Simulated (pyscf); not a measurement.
Optimised with ωB97X-D3(BJ)/def2-SVP in PySCF. MP2 and CC: frozen core, UHF for open shells. ΔMP2 is the change of the MP2 total energy from the triple- to the quadruple-zeta basis.

SMILES: [AsH](O)[SiH3]
```xyz
8

O     -0.8003     2.0635    -0.6376
As     0.7435     1.2256    -0.1674
Si    -0.0249    -0.8610    -0.9430
H     -0.5710     2.9430    -0.9611
H      0.3674     0.9072     1.2767
H      0.0001    -0.8430    -2.4329
H     -1.4114    -1.1194    -0.4666
H      0.8909    -1.9323    -0.4492
```
Charge 0, spin multiplicity 1.

### Question
How much does it cost (ΔH, 298 K, CCSD(T)/def2-TZVPP + ΔMP2(QZVPP)) to split HO–AsH–SiH₃ at its As–Si bond into HO–AsH• + SiH₃•?

### Answer
As–Si to HO–AsH• + SiH₃•: 59.7 kcal/mol. HO–AsH–SiH₃ lies 29.7 kcal/mol over its isomer HO–SiH₂–AsH₂, and others may lie lower still (electronic energy, ωB97M-D3(BJ)). Other isomers of HO–AsH• were not searched in full and may lie lower. The CCSD(T) − MP2 part came from Ansatz, without density fitting, on the same reference. The frozen core leaves the outer d or s,p core shells of the metals and heavy elements correlated in the MP2 and CC values, and def2-TZVPP describes them poorly, which can shift differences by a few kcal/mol. Elements up to Kr have no core potential and no relativistic terms here.
